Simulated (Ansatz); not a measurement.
Basis-set extrapolation for C₄H₆ClF (`C=CCC(F)Cl`) (PBE0-D4/def2-TZVP geometry, frozen core, the Gaussian-basis code of Ansatz). Multiplicity 1, RHF reference.

|  | def2-TZVPP | def2-QZVPP |
| --- | --- | --- |
| HF | -713.993849 | -714.017753 |
| MP2 correlation | -1.099931 | -1.186204 |
| CCSD(T) correlation | -1.195938 | not run |

Energies in hartree. Use E(X) = E(∞) + A·exp(−7.88·√X) for Hartree–Fock and E(X) = E(∞) + B·X^(−2.97) for correlation, with X = 3 and 4, and add CCSD(T) minus MP2 of the smaller set to the MP2 limit.

Q: What is the CCSD(T) energy at the basis-set limit?

A: HF limit: -714.017753 + (-0.023904) × 0.13774 = -714.02105. MP2 limit: -1.186204 + (-0.086273) × 0.74074 = -1.25011. Higher-order term: -1.195938 − (-1.099931) = -0.09601. Total: -715.36717 hartree, 111.3 kcal/mol below CCSD(T)/def2-TZVPP.
